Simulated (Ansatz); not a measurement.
System: graphite. Method: r²SCAN-D4 (Ansatz, a first-principles code, PAW).

Numerical settings: plane-wave cutoff 500 eV, 18×18×6 k mesh (along the axes of the cell as run), Fermi–Dirac smearing 0.05 eV, scalar-relativistic PAW data made under PBE.

Computed at the level's own relaxed cell.

**Question.** Predict the volume per atom, lattice constant a and lattice parameter c.

**Answer.** 
* **volume per atom**: 8.79 Å³/atom
* **lattice constant a**: 2.453 Å
* **lattice parameter c**: 6.750 Å

Measured, for comparison: lattice constant a 2.461 Å (300 K, no zero-point or thermal correction, our sources range from 2.456 to 2.461; as tabulated in Wikipedia's data pages); lattice parameter c 6.67 Å (low temperature, zero-point motion not removed; as tabulated in Berland et al. (2010), arXiv:1007.3305). Computed (rounded) less measured: lattice constant a -0.3 % (-0.1 % to -0.3 % over the range), lattice parameter c +1.2 %. A static lattice is as a rule a little smaller and stiffer than an uncorrected measurement, which narrows the difference in the lattice constant a and would widen misses of the other sign.

The computed numbers hold no vibrational or temperature effects.
